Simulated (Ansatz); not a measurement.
Relaxation of CH8AlN (11 atoms, charge 0, multiplicity 1), to a largest force component of 0.03 eV/Å in at most 50 steps.

These are results of Ansatz, RKS r2SCAN/6-31G*, not measurements.

```xyz
11
Properties=species:S:1:pos:R:3:forces:R:3
Al -0.004 -0.550 -0.376 -0.25 -1.48 0.54
C -0.091 -0.066 2.756 0.01 -0.12 -0.03
H -0.871 0.026 3.518 0.00 0.01 0.00
H 0.886 -0.176 3.237 -0.03 0.02 -0.02
H -0.082 0.853 2.154 -0.01 -0.01 -0.01
H 1.467 0.045 -0.326 0.00 -0.01 -0.01
H -1.278 0.204 -0.954 0.01 0.00 0.02
N -0.273 -2.277 0.280 0.24 1.26 -0.85
H -1.123 -2.812 0.139 0.04 0.03 0.01
H 0.488 -2.883 0.568 -0.03 -0.01 -0.01
H -0.289 -0.953 2.126 0.03 0.31 0.35
```

Question: Where does it end, and by what steps?

Answer: The forces met the threshold. The force dipped under the threshold on the way, but the program's further checks kept it going. After 14 steps the energy has fallen by 0.190 eV; H10 moved furthest, 0.58 Å.

| step | energy less start (eV) | largest force component (eV/Å) | accepted |
| --- | --- | --- | --- |
| 0 | 0.0000 | 1.480 | yes |
| 1 | -0.1314 | 0.885 | yes |
| 2 | -0.1557 | 0.402 | yes |
| 3 | -0.1792 | 0.167 | yes |
| 4 | -0.1844 | 0.077 | yes |
| 5 | -0.1867 | 0.010 | yes |
| 6 | -0.1872 | 0.071 | yes |
| 7 | -0.1879 | 0.052 | yes |
| 8 | -0.1885 | 0.027 | yes |
| 9 | -0.1889 | 0.067 | yes |
| 10 | -0.1888 | 0.105 | no |
| 11 | -0.1893 | 0.014 | yes |
| 12 | -0.1896 | 0.038 | yes |
| 13 | -0.1897 | 0.036 | yes |
| 14 | -0.1898 | 0.027 | yes |

```xyz
11
Properties=species:S:1:pos:R:3
Al 0.094 -0.717 -0.259
C -0.161 0.130 2.879
H -0.602 0.320 3.862
H 0.923 0.273 2.928
H -0.593 0.833 2.158
H 1.598 -0.232 -0.087
H -1.131 0.233 -0.614
N -0.233 -2.463 -0.136
H -1.142 -2.892 -0.257
H 0.464 -3.172 0.061
H -0.385 -0.902 2.586
```

The run took 66 s on 1 thread of Arm Neoverse V1, with other jobs on the host, peak memory 0.14 GiB.
